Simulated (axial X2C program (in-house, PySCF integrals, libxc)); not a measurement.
Nuclear properties of PO

Computed with an axial X2C code built on PySCF integrals: two-component X2C with atomic mean-field Coulomb and Gaunt terms, Gaussian nuclei, basis P dyall-v3z, O dyall-av3z with contracted cores.

R = 1.486 Å (near the PBE0 minimum at charge 0 of the determinant lowest at the starting distance; the state shown can have its own minimum elsewhere).

Input and command:
```json
{"zs": [15, 8], "q": 0, "bas": ["dyall-v3z", "dyall-av3z"], "r0": 1.59, "levels": ["PBE0", "HF", "LDA", "B3LYP", "BHandHLYP"], "nst": 3}
```
```bash
python soeom.py task.json out
```

Keys: zs atomic numbers; q charge; bas basis sets; r0 starting distance in Å; levels methods; nst determinants followed.

Determinant lowest in the PBE0 search, Ω = 1/2 (⟨Sz⟩ = -0.50, ⟨Lz⟩ = 1.00 at PBE0), spin on the atoms P -0.44, O -0.06:

```tsv
level	Eeff magnitude (GV/cm)	Ws magnitude P (kHz)	A∥/gI P (MHz)	qzz P (a.u.)	A∥/gI O (MHz)	qzz O (a.u.)	μ (D)
PBE0	0.0124	0.0103	677	-1.16	319	-0.14	-2.07
HF	0.0283	0.0227	611	-1.49	303	-0.13	-2.64
LDA	0.00303	0.00219	683	-1.04	346	-0.16	-1.91
B3LYP	0.0073	0.00611	669	-1.12	320	-0.17	-2.11
BHandHLYP	0.00991	0.00848	666	-1.26	297	-0.16	-2.37
```

Determinant 0.03 eV from it at PBE0 and this distance, Ω = 3/2 (⟨Sz⟩ = 0.50, ⟨Lz⟩ = 1.00 at PBE0), spin on the atoms P 0.44, O 0.06:

| level | Eeff magnitude (GV/cm) | Ws magnitude P (kHz) | A∥/gI P (MHz) | qzz P (a.u.) | A∥/gI O (MHz) | qzz O (a.u.) | μ (D) |
| --- | --- | --- | --- | --- | --- | --- | --- |
| PBE0 | 0.0138 | 0.00382 | 121 | -1.17 | 89.9 | -0.14 | -2.06 |
| HF | 0.0325 | 0.00863 | 142 | -1.50 | 124 | -0.13 | -2.63 |
| LDA | 0.00422 | 0.00107 | 128 | -1.05 | 77.4 | -0.17 | -1.90 |
| B3LYP | 0.00868 | 0.00243 | 135 | -1.13 | 86.4 | -0.18 | -2.10 |
| BHandHLYP | 0.0118 | 0.00333 | 146 | -1.27 | 93.6 | -0.16 | -2.36 |

Eeff is the effective electric field on the electron electric dipole moment in this Ω state and Ws the scalar–pseudoscalar constant of the nucleus named (defined with the proton number Z and per Ω); A∥ (defined per Ω) follows by multiplying with gI = μI/(I μN); qzz is the electric field gradient, eQq0 = 234.96 MHz × Q/barn × qzz; μ is positive if the O end (last atom) is positive. The operators were transformed with the bare-nucleus X2C matrices; with these basis sets, hyperfine constants and field gradients can be off by tens of per cent, and where levels differ in sign neither size nor sign is settled.

Question: With gI(31P) = 2.2632, gI(17O) = -0.7575, Q(17O) = -0.02558 barn (g factors from the IAEA table of nuclear moments by Stone; Q from Pyykkö, Mol. Phys. 2018), turn the PBE0 values of the first state into constants in MHz.

Answer: A∥(31P) = 677 × 2.2632 = 1530 MHz; A∥(17O) = 319 × -0.7575 = -242 MHz; eQq0(17O) = 234.96 × (-0.02558) × (-0.14) = 0.841 MHz.

Each state is one determinant with collinear spin. Unrestricted Hartree–Fock can overshoot spin polarisation at the nuclei. Where Eeff spreads by more than a factor of two the levels disagree and none is to be relied on. The search compared states at one distance, so a state with another bond length can lie lower. PBE0 term energies can be off by some tenths of an eV.
